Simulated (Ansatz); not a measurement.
Ideal-gas functions of C₃H₄N₂ (`C=C(N)C#N`) at 500 K and 1 bar, from an Ansatz frequency run at PBE0-D4/def2-TZVP.

Molar mass 68.08 g/mol, point group C1 (symmetry number 1), electronic degeneracy 1, moments of inertia 50.227, 116.529, 166.345 u Å². Harmonic wavenumbers (cm⁻¹, unscaled): 202, 289, 323, 417, 552, 620, 670, 721, 808, 851, 999, 1133, 1390, 1440, 1651, 1703, 2372, 3184, 3290, 3595, 3703.

Use S(trans) = R[1.5 ln M + 2.5 ln T − 1.1517]; rotational temperatures θ = 24.2544 K / I; S(rot) = R[ln(√π/σ · √(T³/θAθBθC)) + 1.5]; for each mode x = 1.438777 ν̃/T, S = R[x/(eˣ − 1) − ln(1 − e⁻ˣ)] and H = RT x/(eˣ − 1); 1 cm⁻¹ = 0.0119627 kJ/mol; R = 8.31446 J/(mol·K).

**Question.** By hand: the entropy, in J/(mol·K).

**Answer.** Translation 172.2. Rotation: θ = 0.4829, 0.2081, 0.1458 K, giving 112.3. Vibration, mode by mode: 12.94, 10.08, 9.22, 7.28, 5.29, 4.52, 4.04, 3.59, 2.95, 2.68, 1.91, 1.41, 0.77, 0.69, 0.42, 0.37, 0.07, 0.01, 0.01, 0.00, 0.00, in all 68.2. Electronic 0.0. Sum 352.7 J/(mol·K).

**Question.** By hand: H − E and G − E in kJ/mol, counted from the electronic energy.

**Answer.** Zero-point energy ½ × 29913 × 0.0119627 = 178.9; thermal vibration 20.4; translation, rotation and pV give 4 RT = 16.6. H − E = 215.9 kJ/mol, and G − E = 215.9 − 500 × 352.7/1000 = 39.6 kJ/mol.

Vibration gives 19 % of the entropy. The sum counts one conformer and one mirror image; others add a mixing term.
